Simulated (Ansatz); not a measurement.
CsYCdSe3 (Cmcm, No. 63): smallest direct gap on the k points sampled by level of theory

No measured value is used here.

Task: Put these levels in order of the smallest direct gap on the k points sampled that they give for CsYCdSe3 (Cmcm, No. 63), smallest first: HSE06 (Ansatz, a program for electronic structure), HSE06+SOC (Ansatz), LDA (Ansatz), PBE0 (Ansatz).

Result: LDA (1.96 eV), HSE06+SOC (3.05 eV), HSE06 (3.17 eV), PBE0 (3.83 eV)

Computed values are for a static lattice. Levels without +SOC have no spin–orbit coupling; where heavier elements are present it shifts gaps, mostly down, and can invert bands.  Values are at the measured cell. Cutoffs and k meshes differ between the levels. Ansatz's density-functional and Hartree–Fock values are scalar-relativistic unless marked +SOC, with PAW data made under PBE.
